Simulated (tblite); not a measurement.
Compound: C₄H₇OS (doublet state).
SMILES with atom numbers: `[CH3:1][C:2]1[CH2:3][S:4](=[O:5])[CH2:6]1` (hydrogens: H7, H8, H9 on C1; H10, H11 on C3; H12, H13 on C6)

A start from a force field or distance geometry was refined with GFN2-xTB geometry optimisation, gas phase (tblite). Values at the start:

```
 coordinate    start
      C1–C2  1.467 Å
      C1–H7  1.104 Å
      C2–C3  1.471 Å
      C3–S4  1.826 Å
     C3–H10  1.091 Å
     C3–H11  1.099 Å
      S4=O5  1.498 Å
   C1–C2–C3   123.9°
   C1–C2–C6   122.2°
   C2–C3–S4    90.9°
   C3–C2–C6    97.0°
   C3–S4–O5   106.2°
   C3–S4–C6    73.9°
C1–C2–C3–S4    -161°
C1–C2–C6–S4     162°
C2–C3–S4–O5     122°
C3–S4–C6–C2     -20°
```

Problem. How do these coordinates change at the GFN2-xTB level?

Solution. 
```json
{"coordinate": "C3–S4", "GFN2-xTB (Å or °)": "1.896", "change": "+0.070"}
{"coordinate": "S4=O5", "GFN2-xTB (Å or °)": "1.457", "change": "-0.041"}
{"coordinate": "C1–C2", "GFN2-xTB (Å or °)": "1.482", "change": "+0.015"}
{"coordinate": "C1–H7", "GFN2-xTB (Å or °)": "1.090", "change": "-0.014"}
{"coordinate": "C3–H11", "GFN2-xTB (Å or °)": "1.089", "change": "-0.010"}
{"coordinate": "C2–C3", "GFN2-xTB (Å or °)": "1.478", "change": "+0.007"}
{"coordinate": "C3–H10", "GFN2-xTB (Å or °)": "1.091", "change": "0.000"}
{"coordinate": "C3–S4–O5", "GFN2-xTB (Å or °)": "111.1", "change": "+4.9"}
{"coordinate": "C3–C2–C6", "GFN2-xTB (Å or °)": "100.6", "change": "+3.6"}
{"coordinate": "C1–C2–C6", "GFN2-xTB (Å or °)": "124.5", "change": "+2.3"}
{"coordinate": "C2–C3–S4", "GFN2-xTB (Å or °)": "89.0", "change": "-1.9"}
{"coordinate": "C1–C2–C3", "GFN2-xTB (Å or °)": "124.9", "change": "+1.0"}
{"coordinate": "C3–S4–C6", "GFN2-xTB (Å or °)": "73.7", "change": "-0.2"}
{"coordinate": "C1–C2–C3–S4", "GFN2-xTB (Å or °)": "123", "change": "-76"}
{"coordinate": "C1–C2–C6–S4", "GFN2-xTB (Å or °)": "-123", "change": "+75"}
{"coordinate": "C2–C3–S4–O5", "GFN2-xTB (Å or °)": "125", "change": "+3"}
{"coordinate": "C3–S4–C6–C2", "GFN2-xTB (Å or °)": "-18", "change": "+2"}
```

The energy falls by 36.6 kJ/mol over 64 L-BFGS steps, the largest force on an atom goes from 2.78 to 0.006 eV/Å, and the atoms move by 0.564 Å rms after alignment. The bond that changes most is C3–S4 (ends: carbon bonded to C, S and 2 H; sulfur bonded to 2 C and O), which lengthens by 0.070 Å. Bonds longer at the end by more than 0.005 Å: 4 of 13; shorter: 5. Among the dihedrals that turn most is C1–C2–C3–H10, from -42° to -129°. Rotational constants go from 7777, 1972, 1822 to 7943, 1959, 1778 MHz.

Hardware: Arm Neoverse V1, one thread, no GPU, on a shared host. Cost: 0.33 s of wall time.

GFN2-xTB frequencies show an imaginary mode (88i cm⁻¹), so the point is no minimum at that level. 2 starts were optimised and ended at 0.00 and 0.16 kcal/mol (GFN2-xTB); the lowest of these is shown.

One conformer stands for the species.

All values are computed, not measured.
